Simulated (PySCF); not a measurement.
Molecule: `BCC`, C$_{2}$H$_{7}$B.

Geometry:
| atom | x (Å) | y (Å) | z (Å) |
| --- | --- | --- | --- |
| B1 | 1.322 | 0.311 | 0.455 |
| C2 | 0.002 | -0.362 | -0.025 |
| C3 | -1.324 | 0.177 | 0.497 |
| H4 | 2.387 | -0.110 | 0.058 |
| H5 | 1.327 | 1.253 | 1.218 |
| H6 | 0.039 | -0.341 | -1.134 |
| H7 | 0.112 | -1.445 | 0.186 |
| H8 | -1.377 | 0.109 | 1.594 |
| H9 | -2.189 | -0.370 | 0.090 |
| H10 | -1.453 | 1.239 | 0.236 |

Spin–spin couplings on one PBE0-D3(BJ)/def2-SVP geometry, PySCF, gas phase, non-relativistic, equivalent pairs averaged (spin–dipole term only in couplings to heteroatoms); isotopes 11B, 1H, 13C; functional B3LYP.

Task: How do the couplings (Hz) change with the basis set? Times are CPU seconds on shared hosts with different chips, so compare them loosely. Far from the basis limit: 6-31G*, pcJ-0, def2-TZVP, cc-pVTZ.

Result: 
```tsv
basis set	functions	1J(B1,H4)	1J(C3,H8)	1J(C2,H6)	1J(B1,C2)	1J(C2,C3)	2J(H6,H7)	2J(H8,H9)	core-s
6-31G*	56	142.2	140.9	129.4	59.9	49.7	-23.8	-15.7	2.4
pcJ-0	60	119.8	112.9	99.7	38.7	28.7	-23.5	-13.9	1.7
def2-TZVP	135	128.1	124.7	109.8	51.9	36.3	-20.6	-12.2	10
pcJ-1	151	133.6	132.1	116.1	51.1	38.4	-24.2	-14.2	6
cc-pVTZ	188	131.9	117.2	101.7	46.9	26.6	-20.3	-11.6	15
aug-cc-pVTZ-J	278	135.1	133.1	116.7	50.6	36.0	-24.6	-14.5	14
pcJ-2	321	133.8	131.6	115.5	49.8	35.6	-24.3	-14.3	18
```

The Fermi-contact term samples the wavefunction at the nucleus, which is why sets with added tight s functions (names with J) are made for couplings.
